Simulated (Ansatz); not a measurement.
System: cubic perovskite CsSnBr3. Method: revPBE in Ansatz (plane waves, PAW).

Settings: plane-wave cutoff 520 eV, 6×6×6 k mesh, Fermi–Dirac smearing 0.01 eV, scalar-relativistic PAW data made under PBE.

Results at a series of volumes:

| V (Å³/atom) | E − E_lowest (meV/atom) |
|---|---|
| 40.605 | 9.00 |
| 41.469 | 3.85 |
| 42.333 | 0.93 |
| 43.197 | 0.00 |
| 44.061 | 0.86 |
| 44.925 | 3.32 |
| 45.789 | 7.21 |

What bulk modulus B0 and pressure derivative B′ does a third-order Birch–Murnaghan fit give?

V0 = 43.197 Å³/atom, B0 = 16.5 GPa, B′ = 4.6 (fit to the energies at full precision).

Note: the relaxation could not lower the start's symmetry, so the cell can be a saddle point above a distorted one.

Spin–orbit coupling is not included.

Computed values are for the static lattice.

Ansatz is a quantum-chemistry and plane-wave program.
